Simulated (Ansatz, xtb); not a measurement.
Relative energy of two isomers of CH6BO−

We compare X, `[BH3-]CO`, a singlet, with Y, `[BH3-]OC`, a singlet. Both are isolated ions in the gas phase, relaxed with PBE0-D3(BJ)/def2-SVPD; the shapes shown needn't be the lowest conformers.

X (Å):

```xyz
9

C     0.4001    0.7613    0.8407
B     1.3119    0.2801   -0.4182
O    -1.0057    0.4890    0.6352
H     1.1254   -0.9443   -0.6090
H     2.5236    0.4764   -0.2044
H     0.9702    0.9034   -1.4474
H     0.6966    0.2579    1.7843
H     0.4926    1.8496    1.0328
H    -1.0263    0.0268   -0.2074
```

Y (Å):

```csv
atom,x (Å),y (Å),z (Å)
C,-0.4804,0.8609,0.4160
B,1.6914,-0.0682,-0.0295
O,0.2909,-0.2681,0.4490
H,2.3010,-1.1500,0.0421
H,2.2776,0.7974,0.6741
H,1.6952,0.3437,-1.2204
H,-0.0664,1.6833,1.0479
H,-0.5764,1.2864,-0.6120
H,-1.5045,0.6420,0.7830
```

Problem. Which of the two would you expect CCSD(T)/def2-SVPD + ΔMP2/def2-TZVPPD electronic energies to favour?

Solution. Structure Y; the calculation gives E(Y) − E(X) = −46.7 kJ/mol.

How the difference moves with the method:

```
                               level               geometry  E(Y) − E(X) (kJ/mol)  departure from the last row (kJ/mol)  job, with rough time for the two
                            GFN2-xTB               GFN2-xTB                   −78.7                                 −32.0               optimisation, 0.1 s
                           HF/STO-3G               GFN2-xTB                   −67.3                                 −20.5              single point, 0.16 s
                 r2SCAN-D4/def2-SVPD               GFN2-xTB                   −44.9                                  +1.8               single point, 2.9 s
               PBE0-D3(BJ)/def2-SVPD  PBE0-D3(BJ)/def2-SVPD                   −41.9                                  +4.8                optimisation, 17 s
                        HF/def2-SVPD  PBE0-D3(BJ)/def2-SVPD                   −58.5                                 −11.8           part of the CCSD(T) run
                       MP2/def2-SVPD  PBE0-D3(BJ)/def2-SVPD                   −46.4                                  +0.4           part of the CCSD(T) run
                   CCSD(T)/def2-SVPD  PBE0-D3(BJ)/def2-SVPD                   −46.3                                  +0.5                      single point
CCSD(T)/def2-SVPD + ΔMP2/def2-TZVPPD  PBE0-D3(BJ)/def2-SVPD                   −46.7                                                      single point, 17 s
```

As drawn, Y has 1 B–O, 1 C–H in place of 1 C–B, 1 O–H.

The levels shown agree on the order. The largest departure from CCSD(T)/def2-SVPD + ΔMP2/def2-TZVPPD is that of GFN2-xTB, 32.0 kJ/mol. The last row adds to CCSD(T) the change of the MP2 difference between the two basis sets, here −0.5 kJ/mol.

With harmonic frequencies from PBE0-D3(BJ)/def2-SVPD (ideal gas, rigid rotor, one conformer each, 600 K, 1 atm): on the last row, ΔE + ΔZPE = −46.3 kJ/mol. A mode under 50 cm⁻¹ makes harmonic enthalpies and free energies unreliable, so none is given.

The correlated steps freeze 3 core orbitals. Programs: Ansatz 0.2.0, xtb 6.7.1; the last row on 2 threads of Arm Neoverse V1 on a shared host.
